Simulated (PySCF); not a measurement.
**SiH4S (SMILES [SiH3]S) at 6 levels**

We compute a comparison of 6 runs (B2PLYP/STO-3G, PBE/STO-3G, MP2/STO-3G, UMP2/STO-3G, CCSDTQ/STO-3G, CCSD(T)/STO-3G) of SiH4S. The job is set up through a Python script.

The calculation is run with PySCF 2.14.0.

2 further runs of the same task are left out: 2 set aside as unsound or not needed.

## Step 1: The structure to begin with

The species is SiH4S (6 atoms), meant as a singlet with charge 0. As SMILES, `[SiH3]S`. One bond was lengthened or shortened from a relaxed shape.

Bond lengths: Si1–S2 2.137 Å, Si1–H3 1.485 Å, Si1–H4 1.482 Å, Si1–H5 1.485 Å, S2–H6 1.612 Å. Angles: Si1–S2–H6 94.7°, S2–Si1–H3 111.6°, S2–Si1–H4 104.8°, S2–Si1–H5 111.6°, H3–Si1–H4 110.0°, H3–Si1–H5 108.8°, H4–Si1–H5 110.0°.

## Step 2: The energy at B2PLYP/STO-3G (run 1)

calc.py reads:

```python
from pyscf import gto, dft, mp

mol = gto.M(
    atom='''
Si    -0.176807    -0.979963    -0.891760
S      1.858617    -0.506020     2.564171
H     -2.935807    -0.622616    -0.524397
H      0.349293    -3.615942    -1.678831
H      0.710609     0.805072    -2.866713
H      0.994185     2.387291     2.971216
''',
    max_memory=1860,
    unit='bohr',
    verbose=3,
    charge=0,
    basis='sto-3g',
)

mf = dft.RKS(mol)
mf.xc = '0.53*HF + 0.47*B88, 0.73*LYP'
mf.conv_tol = 1e-10
mf.grids.level = 5
mf.kernel()
if not mf.converged:
    mf = mf.newton().run(mf.mo_coeff, mf.mo_occ)

pt = mp.MP2(mf, frozen=10).run()
e_tot = mf.e_tot + 0.27 * pt.e_corr
print('PT2 part  %.8f' % (0.27 * pt.e_corr))
print(f'total energy: {e_tot:.8f} hartree')
```

Command:

```sh
$ OMP_NUM_THREADS=1 python calc.py
```

What it wrote:

```text
converged SCF energy = -681.944716080934
E(RMP2) = -682.040774055576  E_corr = -0.0960579746413624
E(SCS-RMP2) = -682.056002991156  E_corr = -0.111286910221892
PT2 part  -0.02593565
total energy: -681.97065173 hartree
```

Run time: 2.6 s. Hardware: 1 thread of Arm Neoverse V2, shared host; peak memory 0.21 GiB.

## Step 3: A single-point energy at PBE/STO-3G (run 2)

calc.py reads:

```python
from pyscf import gto, dft

mol = gto.Mole()
mol.atom = '''
Si    -0.176807    -0.979963    -0.891760
S      1.858617    -0.506020     2.564171
H     -2.935807    -0.622616    -0.524397
H      0.349293    -3.615942    -1.678831
H      0.710609     0.805072    -2.866713
H      0.994185     2.387291     2.971216
'''
mol.spin = 0
mol.verbose = 3
mol.basis = 'sto-3g'
mol.charge = 0
mol.max_memory = 1860
mol.unit = 'bohr'
mol.build()

mf = dft.RKS(mol, xc='pbe')
mf.conv_tol = 1e-10
mf.grids.level = 5
mf.kernel()
if not mf.converged:
    mf = mf.newton().run(mf.mo_coeff, mf.mo_occ)

e_tot = mf.e_tot
print('Final energy', e_tot)
```

Command:

```sh
$ OMP_NUM_THREADS=1 python calc.py
```

What it wrote:

```text
converged SCF energy = -681.936737487762
Final energy -681.9367374877622
```

It took 2.5 s on 1 thread of Arm Neoverse V2, shared host; peak memory 0.21 GiB.

Runs 3 to 5 aren't shown in full; the table further down has their settings and results.

## Step 4: The energy at CCSD(T)/STO-3G (run 6)

calc.py reads:

```python
from pyscf import gto, scf, cc

mol = gto.Mole()
mol.atom = '''
Si    -0.093562    -0.518574    -0.471899
S      0.983538    -0.267774     1.356901
H     -1.553562    -0.329474    -0.277499
H      0.184838    -1.913474    -0.888399
H      0.376038     0.426026    -1.516999
H      0.526100     1.263300     1.572300
'''
mol.basis = 'sto-3g'
mol.max_memory = 1860
mol.verbose = 4
mol.charge = 0
mol.build()

hf = scf.RHF(mol)
hf.conv_tol = 1e-10
hf.kernel()
if not hf.converged:
    hf = hf.newton().run(hf.mo_coeff, hf.mo_occ)

mycc = cc.CCSD(hf, frozen=10)
mycc.kernel()
e_t = mycc.ccsd_t()
e_tot = mycc.e_tot + e_t
print('E(%s) = %.9f' % ('CCSD(T)', e_tot))
```

Command:

```sh
$ OMP_NUM_THREADS=1 python calc.py
```

What it wrote:

```text
PySCF version 2.14.0

[... 56 lines left out ...]
converged SCF energy = -681.07221682525
[... 12 lines left out ...]
Init t2, MP2 energy = -681.145644293951  E_corr(MP2) -0.0734274687001725
[... 10 lines left out ...]
CCSD converged
[... 2 lines left out ...]
E(CCSD(T)) = -681.181470862
```

Wall time 0.54 s (1 thread of Arm Neoverse V2, shared host); peak memory 0.1 GiB.

## Step 5: The series

| run | level | frozen core orbitals | integration grid | energy (Eh) | dipole moment (D) of the reference | HOMO energy (eV) | LUMO energy (eV) | wall time |
| --- | --- | --- | --- | --- | --- | --- | --- | --- |
| 1 | B2PLYP/STO-3G | 10 | 5 | -681.970652 | 0.95 | -4.88 | 6.18 | 2.6 s |
| 2 | PBE/STO-3G | – | 5 | -681.936737 | 0.82 | -2.03 | 3.03 | 2.5 s |
| 3 | MP2/STO-3G | 10 | – | -681.145644 | 1.07 | -7.08 | 9.36 | 0.56 s |
| 4 | UMP2/STO-3G | 10 | – | -681.145644 | 1.07 | -7.08 | 9.36 | 0.62 s |
| 5 | CCSDTQ/STO-3G | 10 | – | -681.181803 | 1.07 | -7.08 | 9.36 | 9 s |
| 6 | CCSD(T)/STO-3G | 10 | – | -681.181471 | 1.07 | -7.08 | 9.36 | 0.54 s |

## Step 6: What came out

| quantity | value |
| --- | --- |
| run 6: total energy | -681.18147 Eh |
| run 6: dipole moment (Hartree–Fock density) | 1.07 D |
| run 6: HOMO energy (Hartree–Fock orbitals) | -7.08 eV |
| run 6: LUMO energy (Hartree–Fock orbitals) | 9.36 eV |
| run 6: HOMO–LUMO gap (Hartree–Fock orbitals) | 16.44 eV |
| run 6: correlation energy (10 core orbitals frozen) | -109.3 mEh |
| run 6: (T) correction | -0.77 mEh |
| run 6: T1 diagnostic | 0.006 |

**Reading.** Totals of different functionals can't be ranked against each other. In runs 1, 2, 3, 4, 5, 6 the basis is minimal, so the values are rough. All runs together took 16 s, the longest 9 s.
